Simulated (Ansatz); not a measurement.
Ansatz (a quantum-chemistry and plane-wave program) input (r2SCAN/aug-cc-pV(T+d)Z): A basis named .json is the Basis Set Exchange file of that set (core-valence sets with the plain set on hydrogen).

Ansatz 0.2 input:
```yaml
crystal:
  periodic: [false, false, false]
  atoms:
    - {symbol: S, position_ang: [0.00184013, 0.00030176, 0.10309296]}
    - {symbol: H, position_ang: [-0.00752722, 0.96781232, -0.82771199]}
    - {symbol: H, position_ang: [-0.02191490, -0.97264043, -0.82177540]}
basis:
  gaussian:
    orbitals: aug-cc-pV_T+d_Z.json
    fitting: {mean_field: cc-pVTZ-JKFIT.json}
hamiltonian:
  xc: {name: r2SCAN}
magnetization: {spin_polarized: false}
```

Output:

```
Functional definition: r2SCAN
integrals: 0.01 GiB planned
181 factors; integrals over basis functions are off by at most 1.3e0 eV
mean field: 0.18 GiB planned
mean field evaluation 1: about -10867.0723 eV, gradient 1.5e1 eV
mean field evaluation 2: about -10867.2413 eV, gradient 1.4e1 eV
mean field evaluation 4: about -10867.7115 eV, gradient 6.9e-1 eV
mean field evaluation 8: about -10867.7114 eV, gradient 1.3e-3 eV
mean field -10867.71144307 eV, -399.3810291334 hartree, gradient 1.1e-5 eV, S^2 0.000000; 0 other end points of the search recorded, 0 dependent functions left out
reference -10867.71145740 eV, -399.3810296599 hartree; 9, 9 occupied and 92, 92 virtual orbitals, 181 factors
Total energy: -10867.71145740 eV, -399.3810296599 hartree
```
